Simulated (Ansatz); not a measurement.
# C2H2N2S: basis-set convergence

Aim: see how fast density functionals and correlated methods converge with the basis set for C2H2N2S.

Computed with Ansatz 0.2.0, Gaussian basis. Level: one geometry, several basis sets.

Levels to be run: PBE0-D4/def2-SVP; ωB97M-V/def2-SVP; PBE0-D4/def2-QZVPP; ωB97M-V/def2-QZVPP; CCSD(T)/cc-pV(D+d)Z; CCSD(T)/cc-pV(T+d)Z; CCSD(T)/cc-pV(Q+d)Z; the functionals' def2-TZVPP values are taken from earlier runs.

## (1) The geometry

All runs share one geometry, relaxed beforehand with PBE0-D4 in a triple-zeta def2 set.

SMILES `c1cnsn1`, 7 atoms, charge 0, spin multiplicity 1.

Atoms are counted from 1 here; the program's logs count them from 0.

Bond lengths: C1–C2 1.414 Å, C1–N5 1.317 Å, C1–H6 1.083 Å, C2–N3 1.317 Å, C2–H7 1.083 Å, N3–S4 1.620 Å, S4–N5 1.619 Å. Angles: C2–C1–N5 113.6°, C2–C1–H6 126.2°, N5–C1–H6 120.2°, C1–C2–N3 113.6°, C1–C2–H7 126.2°, N3–C2–H7 120.2°, C2–N3–S4 106.8°, N3–S4–N5 99.3°, C1–N5–S4 106.8°.

## (2) PBE0-D4 in def2-SVP

Contents of in.yaml:

```yaml
crystal:
  periodic: [false, false, false]
  atoms:
    - {symbol: C, position_ang: [-0.567127, 0.587609, 0.086704]}
    - {symbol: C, position_ang: [0.454447, -0.211996, 0.650359]}
    - {symbol: N, position_ang: [0.997834, -1.052795, -0.205248]}
    - {symbol: S, position_ang: [0.248097, -0.827033, -1.622891]}
    - {symbol: N, position_ang: [-0.784724, 0.342406, -1.188759]}
    - {symbol: H, position_ang: [-1.146819, 1.342131, 0.603310]}
    - {symbol: H, position_ang: [0.798291, -0.180321, 1.676515]}
basis:
  gaussian: {orbitals: def2-SVP}
hamiltonian: {xc: pbe0, dispersion: d4}
output: {orbitals: {seedname: orbitals}}
```

Launch:

```bash
$ ansatz run in.yaml --threads 2 --pin off --events-out ev --progress --plain --max-ram 32768MiB --backend cpu
```

Further steps of the session: ωB97M-V in def2-SVP; PBE0-D4 in def2-QZVPP; ωB97M-V in def2-QZVPP; CCSD(T) in cc-pV(D+d)Z; CCSD(T) in cc-pV(T+d)Z; CCSD(T) in cc-pV(Q+d)Z.

Q: Predict the results of all the runs planned. Wanted: MP2 correlation recovered, cc-pV(D+d)Z; MP2 correlation recovered, cc-pV(T+d)Z; MP2 correlation recovered, cc-pV(Q+d)Z; CCSD(T) limit from def2 sets; PBE0-D4: double and triple zeta above quadruple; ωB97M-V: double and triple zeta above quadruple.

The runs gave:

| quantity | value |
| --- | --- |
| MP2 correlation recovered, cc-pV(D+d)Z | 72.4 % |
| MP2 correlation recovered, cc-pV(T+d)Z | 89.3 % |
| MP2 correlation recovered, cc-pV(Q+d)Z | 95.6 % |
| CCSD(T) limit from def2 sets (earlier runs) less the limit of this series | -39 meV |
| PBE0-D4: double and triple zeta above quadruple | 10.44, 0.61 eV |
| ωB97M-V: double and triple zeta above quadruple | 10.56, 0.57 eV |

What this shows: PBE0-D4 gains 9.83 eV from double to triple zeta, then 0.61 eV more. In cc-pV(D+d)Z MP2 holds 72 % of its limit, in cc-pV(Q+d)Z 96 %, while Hartree-Fock is within 0.136 eV in the largest set. A limit from the def2 sets, made apart, differs by 39 meV, a least measure of the doubt on such a limit. These are total energies; as a rule much of such shifts cancels in differences, which this series doesn't test.
